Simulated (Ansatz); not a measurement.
# Lattice parameter c of tetradymite Bi2Se3: levels of theory against measurement

Reference value: 28.636 Å (measured, temperature not stated, no zero-point or thermal correction; as tabulated in Luo et al. (2012), arXiv:1308.1523).

**Question.** Put these levels in order of the lattice parameter c that they give for tetradymite Bi2Se3, smallest first: HSE06 (Ansatz, a program for electronic structure), LDA (Ansatz), PBE-D4 (Ansatz).

**Answer.** LDA (27.918 Å), PBE-D4 (28.423 Å), HSE06 (31.228 Å)

Differences against the reference: LDA -2.51 %, PBE-D4 -0.74 %, HSE06 +9.05 %.

The reference isn't brought to a static lattice, while the calculations are for one, so the differences are not the levels' errors alone.  Density-functional levels without +SOC have no spin–orbit coupling. HSE06: the cell comes from a level without a dispersion term, which matters for the spacing of layers, chains or molecules. LDA: LDA has no dispersion term either, though it tends to give short spacings of layers, chains or molecules. Cutoffs and k meshes differ between the levels. Ansatz's density-functional and Hartree–Fock values are scalar-relativistic unless marked +SOC, with PAW data made under PBE.

Differences are worked out from the printed values.
